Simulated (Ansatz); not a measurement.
# CH₆B₂ (SMILES BBC): functionals against CCSD(T) at one geometry

One table from this session's results is given with a row withheld; the runs are named, their logs left out.

Method: single points in def2-TZVPP; program: Ansatz 0.2.0, Gaussian basis.

Correlated methods freeze the cores. B3LYP uses VWN-RPA correlation.

## Starting geometry

9 atoms, charge 0, spin multiplicity 1.

Atoms are counted from 1 here; the program's logs count them from 0.

Bond lengths: B1–B2 1.475 Å, B1–H4 1.132 Å, B1–H5 1.303 Å, B2–C3 1.488 Å, B2–H6 1.259 Å, C3–H7 1.262 Å, C3–H8 1.018 Å, C3–H9 1.146 Å. Angles: B2–B1–H4 127.3°, B2–B1–H5 127.4°, H4–B1–H5 105.0°, B1–B2–C3 129.9°, B1–B2–H6 118.9°, C3–B2–H6 109.5°, B2–C3–H7 116.8°, B2–C3–H8 115.2°, B2–C3–H9 119.6°, H7–C3–H8 108.7°, H7–C3–H9 98.8°, H8–C3–H9 94.4°.

Coordinates:

```mol
CH6B2
  3D, bonds by distance, orders not assigned

  9  8  0  0  0  0  0  0  0  0999 V2000
   -0.7266    0.8076   -1.1410 B   0  0
   -0.3796    0.3474    0.2164 B   0  0
    0.5337   -0.7446    0.6503 C   0  0
   -1.6714    0.5811   -1.7217 H   0  0
   -0.0702    1.6563   -1.8811 H   0  0
   -0.6377    1.0948    1.1962 H   0  0
    0.0519   -1.6145    1.4273 H   0  0
    1.0326   -1.2175   -0.1011 H   0  0
    1.4828   -0.4888    1.2398 H   0  0
  1  2  8  0
  1  4  8  0
  1  5  8  0
  2  3  8  0
  2  6  8  0
  3  7  8  0
  3  8  8  0
  3  9  8  0
M  END
```

The first run:

run/in.yaml reads:

```yaml
crystal:
  periodic: [false, false, false]
  atoms:
    - {symbol: B, position_ang: [-0.726600, 0.807600, -1.141000]}
    - {symbol: B, position_ang: [-0.379600, 0.347400, 0.216400]}
    - {symbol: C, position_ang: [0.533700, -0.744600, 0.650300]}
    - {symbol: H, position_ang: [-1.671400, 0.581100, -1.721700]}
    - {symbol: H, position_ang: [-0.070200, 1.656300, -1.881100]}
    - {symbol: H, position_ang: [-0.637700, 1.094800, 1.196200]}
    - {symbol: H, position_ang: [0.051900, -1.614500, 1.427300]}
    - {symbol: H, position_ang: [1.032600, -1.217500, -0.101100]}
    - {symbol: H, position_ang: [1.482800, -0.488800, 1.239800]}
basis:
  gaussian: {orbitals: def2-TZVPP}
correlation: {method: ccsd_t}
output: {forces: true}
```

The command line of these runs was not kept.

Among the steps run: CCSD(T)/def2-TZVPP; PBE0-D4/def2-TZVPP; wB97M-V/def2-TZVPP; r2SCAN-D4/def2-TZVPP; PBE-D4/def2-TZVPP; r2SCANh-D4/def2-TZVPP; B3LYP-D4/def2-TZVPP.

One table of the session follows, with a row left open; its other results are not shown here.

```
    method  RMS force component (eV/Å)  angle to CCSD(T) forces (°)  dipole (D)
   CCSD(T)                       2.256                    reference        0.88
   PBE0-D4                       2.130                          3.5        0.95
   wB97M-V                       2.165                          2.4        0.94
 r2SCAN-D4                       2.080                          4.0        0.96
    PBE-D4                           ?                            ?           ?
r2SCANh-D4                       2.119                          3.4        0.95
  B3LYP-D4                       2.106                          2.6        0.93
```

Q: Estimate the row for PBE-D4 from the others.

**Answer.** RMS force component (eV/Å): 1.998; angle to CCSD(T) forces (°): 6.5; dipole (D): 0.99. In the column «RMS force component (eV/Å)» it is the lowest.
